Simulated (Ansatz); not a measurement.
Reaction (hydrogen abstraction from a B–H bond): `CBC` + `[OH]`• → `C[B]C`• + H₂O

Gas-phase electronic energies from Ansatz, PBE0-D4/def2-TZVP geometries. CCSD(T)/CBS adds triple-zeta CCSD(T) − MP2 to the extrapolated MP2 energy (def2 sets, frozen cores). This one scheme is used for every species. DFT in def2-TZVPP. Open shells (•) are unrestricted, without spin–orbit coupling.

```json
{"level": "CAM-B3LYP-D4", "ΔE (eV)": "-0.63"}
{"level": "ωB97M-V", "ΔE (eV)": "-0.60"}
```

**Question.** What does CCSD(T)/CBS give? (Estimate.)

**Answer.** Ansatz gave: -0.73 eV. The listed levels differ from it by 0.10, 0.13 eV.

**Question.** What do rigid-rotor, harmonic-oscillator terms from PBE0-D4/def2-TZVP frequencies (298.15 K, 1 bar) make of the CCSD(T)/CBS value? (Estimate.)

**Answer.** The calculation gave: ΔZPE = +0.06 eV, ΔH = -0.66 eV, ΔS = 15 J/(mol·K), ΔG = -0.71 eV. Open shells count their whole term as degenerate.

Largest T1 diagnostic among the species: 0.012.

From PBE to PBE0 (25 % exact exchange), in def2-TZVPP and without D4, ΔE moves by +0.16 eV. In def2-TZVPP, CCSD(T) changes the Hartree–Fock value by −0.61 eV (the triples alone add −0.06 eV) and MP2 by −0.85 eV.
